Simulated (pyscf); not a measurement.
# Hydrogen abstraction: Cl–Si•(Cl)–Cl (SMILES Cl[Si](Cl)Cl) + NH₃ (SMILES N) -> Cl–SiH(Cl)–Cl (SMILES Cl[SiH](Cl)Cl) + NH₂• (SMILES [NH2])

Gas phase, doublet surface, charge 0. Bonds broken: N5–H6. Bonds formed: Si2–H6. Structures and frequencies: ωB97X-D3(BJ)/def2-SVP in PySCF.

Transition state (Å):

```xyz
8

Cl     2.2679     0.8117    -0.4469
Si     0.2958     0.5261     0.0054
Cl    -0.3060     1.9807     1.3186
Cl    -0.8162     0.7131    -1.7068
N     -1.0224    -1.8232     1.1953
H     -0.0140    -0.8798     0.6446
H     -1.6796    -1.7907     0.3997
H     -1.4506    -1.1750     1.8753
```

One imaginary mode, 964i cm⁻¹; descent along it reached the two sides named.

```json
[
 {"bond": "N5–H6", "change": "breaks", "reactant side (Å)": "1.017", "saddle": "1.487", "product side": "2.7"},
 {"bond": "Si2–H6", "change": "forms", "reactant side (Å)": "2.9", "saddle": "1.575", "product side": "1.464"}
]
```

Electronic energies relative to the separated reactants (eV):

```
level                   barrier  reaction energy  reverse barrier
----------------------  -------  ---------------  ---------------
ωB97X-D3(BJ)/def2-TZVP     0.90            +0.76             0.15
PBE/def2-TZVP              0.86            +1.04            -0.18
r²SCAN/def2-TZVP           0.83            +0.83             0.00
B3LYP-D3(BJ)/def2-TZVP     0.84            +0.82             0.02
PBE0-D3(BJ)/def2-TZVP      0.87            +0.87             0.00
M06-2X/def2-TZVP           1.09            +0.92             0.17
ωB97M-D3(BJ)/def2-TZVP     0.92            +0.76             0.17
HF/def2-TZVP               1.09            +0.22             0.88
```

With ωB97M-D3(BJ)/def2-TZVP energies and thermal terms (ideal gas, 1 atm, RRHO with modes under 100 cm⁻¹ raised to 100, one conformer, R ln 2 for chiral ones without a mode under 150 cm⁻¹), in eV:

| T (K) | ΔH‡ | ΔG‡ | ΔH | ΔG |
|---|---|---|---|---|
| 298 | 0.76 | 1.16 | +0.59 | +0.60 |
| 600 | 0.79 | 1.56 | +0.61 | +0.61 |
| 900 | 0.84 | 1.93 | +0.63 | +0.61 |
| 1200 | 0.89 | 2.28 | +0.64 | +0.60 |

At PBE the saddle lies under the separated products, which points to a path from their complex (located at ωB97X-D3(BJ) alone), and parting the products costs more than the saddle. One saddle was located; it need not be the lowest between these sides. The angle at the transferred H is 148°.
